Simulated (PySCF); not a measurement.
# A small calculation by hand: chemical shift, span and skew from a shielding tensor

dimethylamine (C2H7N), SMILES CNC. Atoms are numbered in the order given.

```xyz
10

C      0.0201    -0.2223     1.2121
N     -0.1470     0.5620     0.0000
C      0.0201    -0.2223    -1.2121
H      0.9791    -0.7642     1.2649
H     -0.7797    -0.9642     1.2771
H     -0.0569     0.4263     2.0857
H      0.5033     1.3376     0.0000
H      0.9791    -0.7642    -1.2649
H     -0.0569     0.4263    -2.0857
H     -0.7797    -0.9642    -1.2771
```

Geometry optimised at B3LYP-D3(BJ)/def2-TZVP.

GIAO shieldings from HF/pcSseg-1 (PySCF), non-relativistic, no solvent. The symmetric part of the tensor of C1 has the principal values 132.5, 144.2, 189.2 ppm. The same nucleus in TMS has σ = 192.6 ppm at this level (PySCF, at its B3LYP-D3(BJ)/def2-TZVP geometry).

Problem. Work out the isotropic shielding, the ¹³C shift against TMS, the span and the skew.

Solution. 
σ(iso) = (σ11 + σ22 + σ33)/3 = 155.3 ppm. δ = σ(ref) − σ(iso) = 192.6 − (155.3) = 37.3 ppm.
Span Ω = σ33 − σ11 = 56.7 ppm. Skew κ = 3(σ(iso) − σ22)/Ω = 0.59. Tumbling in solution averages the tensor to δ; in a static solid the shielding alone would spread this spin-1/2 line over Ω.
